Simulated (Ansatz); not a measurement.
How far each method lies from RCCSDT(Q) for C$_{3}$H$_{4}$, singlet

Geometry: MP2(full)/6-31G*, from the G2/97 set.

```xyz
7

C     0.0000    0.0000    0.8790
C     0.0000   -0.6505   -0.4781
C     0.0000    0.6505   -0.4781
H     0.9124    0.0000    1.4771
H    -0.9124    0.0000    1.4771
H     0.0000   -1.5841   -1.0177
H     0.0000    1.5841   -1.0177
```

Basis cc-pVTZ; Ansatz 0.2.0. Correlated methods freeze the noble-gas cores, which leaves 16 electrons in 143 orbitals. Prefix R: restricted or restricted open-shell reference. Active spaces: frontier = (8e, 8o) about the gap.

Full CI isn't at hand for all of this; RCCSDT(Q) serves as the reference, and is uncertain by about the last step of the cluster series.

The UHF ⟨S²⟩ is 0.000 and the T1 diagnostic (RCCSD) is 0.0099. The largest doubles amplitude (RCCSD) is 0.091.

```csv
level,E − E(RCCSDT(Q)) (kcal/mol),share of correlation (%),wall time
RHF,335.66,0.00,–
RMP2,29.83,91.11,–
RCCSD,16.19,95.18,–
RCCSD(T),0.94,99.72,19 s (H100)
BCCD(T),0.90,99.73,8.5 s (H100)
RCCSDT,0.93,99.72,–
CASSCF (frontier space),267.71,20.24,–
NEVPT2 (frontier space),41.45,87.65,13 s (H100)
```

The correlation energy at RCCSDT(Q), counted from RHF, is -14.556 eV. That run took 2.7 min on 2 threads of AMD EPYC 7R13 with a shared H100 80 GB, shared host.

Times hold each run's SCF and search for its determinant on a shared host, so for small cases they say little of a method's own cost.

Atomization energy (electronic, same basis, no zero-point term; atoms at the same level, unrestricted beside the R rows where the molecule is a closed shell, with restricted open-shell steps beyond CCSDT(Q)) at RCCSDT(Q): 2773.6 kJ/mol. Errors of other levels:

```
   level  error (kJ/mol)
     RHF          -698.0
    RMP2            54.6
   RCCSD           -47.8
RCCSD(T)             0.0
 BCCD(T)             0.7
  RCCSDT            -3.6
```

This basis is far from its limit, so the value isn't to be set against a measured one.
